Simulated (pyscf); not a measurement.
Elementary routes open to H₂S (SMILES S) + CH₃• (SMILES [CH3]) in the gas phase (doublet surface):
A. SH• (SMILES [SH]) + CH₄ (SMILES C) (H–S broken; C–H formed)
B. H₃C–SH (SMILES CS) + H• (SMILES [H]) (H–S broken; C–S formed)

PySCF, gas phase, ωB97X-D3(BJ)/def2-SVP geometries. MP2 and CC: frozen core, UHF for open shells. ΔMP2 is the change of the MP2 total energy from the triple- to the quadruple-zeta basis.

Question: Rank the routes by free-energy barrier at 600 K, lowest first, for CCSD(T)/def2-TZVPP + ΔMP2(QZVPP) energies (ideal gas, 1 atm, RRHO with modes under 100 cm⁻¹ raised to 100, one conformer, R ln 2 for rigid chiral ones).

Answer: A (19.3 kcal/mol), B (38.6 kcal/mol)

Route A is the fastest of these, ahead of the next by 19.3 kcal/mol. The most stable products are those of A (ΔG = -10.0 kcal/mol), so kinetics and thermodynamics agree. At 1200 K A is still the fastest. Only these routes are compared; each barrier is that of the saddle found, and lower ones may exist. The CCSD(T) − MP2 part came from Ansatz, without density fitting, on the same reference. Left out: orbital degeneracy and the spin-orbit lowering of SH.
